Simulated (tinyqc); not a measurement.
Inside a calculation. Method: Pariser-Parr-Pople SCF with singles CI, for the molecule c1ccoc1 (SMILES; centres numbered as the heavy atoms are written). One step of it, computed by the program tinyqc.

Problem. Iteration 3: orbitals and new P. Diagonalise F (the basis is taken as orthonormal) and form P = 2 sum c c over the lowest orbitals; 0.3 of the old P is kept.

F (eV), order 1C, 2C, 3C, 4O, 5C:
$$\begin{pmatrix}
-5.461841 & -3.958853 & 0.171738 & 0.524132 & -4.435781 \\
-3.958853 & -5.461728 & -4.436349 & 0.523956 & 0.171736 \\
0.171738 & -4.436349 & -6.095060 & -3.667212 & 0.860195 \\
0.524132 & 0.523956 & -3.667212 & -13.152361 & -3.667441 \\
-4.435781 & 0.171736 & 0.860195 & -3.667441 & -6.095430
\end{pmatrix}$$

pi electrons, sum of z_r less the charge = 6

P after iteration 2, order 1C, 2C, 3C, 4O, 5C:
$$\begin{pmatrix}
1.061948 & 0.587056 & -0.084885 & -0.229131 & 0.765520 \\
0.587056 & 1.061943 & 0.765532 & -0.229081 & -0.084910 \\
-0.084885 & 0.765532 & 1.099865 & 0.452477 & -0.425214 \\
-0.229131 & -0.229081 & 0.452477 & 1.676317 & 0.452483 \\
0.765520 & -0.084910 & -0.425214 & 0.452483 & 1.099926
\end{pmatrix}$$

Give: orbital energies; P after iteration 3.

Solution.

orbital energies (eV): [-16.0027, -11.1292, -9.5831, -0.6761, 1.1247]

P after iteration 3, order 1C, 2C, 3C, 4O, 5C:
$$\begin{pmatrix}
1.0594 & 0.5734 & -0.0774 & -0.2263 & 0.7801 \\
0.5734 & 1.0594 & 0.7801 & -0.2262 & -0.0775 \\
-0.0774 & 0.7801 & 1.0839 & 0.4355 & -0.4301 \\
-0.2263 & -0.2262 & 0.4355 & 1.7134 & 0.4355 \\
0.7801 & -0.0775 & -0.4301 & 0.4355 & 1.0839
\end{pmatrix}$$
